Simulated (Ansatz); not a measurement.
hcp Ti, treated with r²SCAN (Ansatz, a program for electronic structure, plane waves, PAW).

Settings: plane-wave cutoff 560 eV, 24×24×12 k mesh (along the axes of the cell as run), Fermi–Dirac smearing 0.05 eV, no spin polarisation, scalar-relativistic PAW data made under PBE.

Energies at three volumes about the minimum:

```
V (Å³/atom)  E − E_lowest (meV/atom)
-----------  -----------------------
16.963                          2.60
17.309                          0.00
17.655                          2.47
```

Question: Fit a parabola by hand: where is the minimum, and what is the bulk modulus?

Answer: Slopes: (0.00 − 2.60)/(17.309 − 16.963) = -7.514 and (2.47 − 0.00)/(17.655 − 17.309) = 7.139 meV/Å³. Curvature E″ = 2 × (7.139 − (-7.514))/(17.655 − 16.963) = 42.350 meV/Å⁶. From the middle of the first interval, the slope vanishes at V0 = 17.1360 − (-7.514)/42.350 = 17.313 Å³/atom. B = V0 E″ = 17.313 × 42.350 meV/Å³ × 0.1602 GPa per meV/Å³ = 117 GPa. The full Birch–Murnaghan fit to all volumes gives V0 = 17.308 Å³/atom and B0 = 117 GPa.

Shape and atoms are relaxed at each volume.

Measured, for comparison: bulk modulus 108 GPa (zero-point energy and finite temperature contributions removed; as tabulated in doi:10.1021/acs.jctc.3c00612). Computed (rounded) less measured: bulk modulus +8 %.

Note: the bulk modulus comes from volumes at which shape and atoms were relaxed.
